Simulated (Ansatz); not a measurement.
Results of HSE06-D3(BJ) in Ansatz (PAW) for rock-salt TiC.

Settings: plane-wave cutoff 460 eV, 12×12×12 k mesh, Fermi–Dirac smearing 0.05 eV, no spin polarisation, scalar-relativistic PAW data made under PBE.

Equation-of-state points:

```csv
V (Å³/atom),E − E_lowest (meV/atom),P (GPa)
9.120,27.69,18.06
9.360,7.50,9.06
9.600,0.00,1.10
9.940,8.27,-8.63
10.080,17.39,-12.18
```

Question: What bulk modulus B0 and pressure derivative B′ does a third-order Birch–Murnaghan fit give?

Answer: V0 = 9.636 Å³/atom, B0 = 295 GPa, B′ = 3.9 (fit to the energies at full precision).

Measured, for comparison: bulk modulus 240 GPa (temperature not stated, not corrected to a static lattice, our sources range from 235 to 268; as tabulated in Krasnenko and Brik (2013), arXiv:1306.3139); equilibrium volume per atom 10.15 Å³/atom (temperature not stated, not corrected to a static lattice; as tabulated in Zhang et al. (2018), doi:10.1088/1367-2630/aac7f0). Computed (rounded) less measured: bulk modulus not scored (sources differ), equilibrium volume per atom -5.0 %.

Computed values are for the static lattice.

Ansatz is an electronic-structure program.
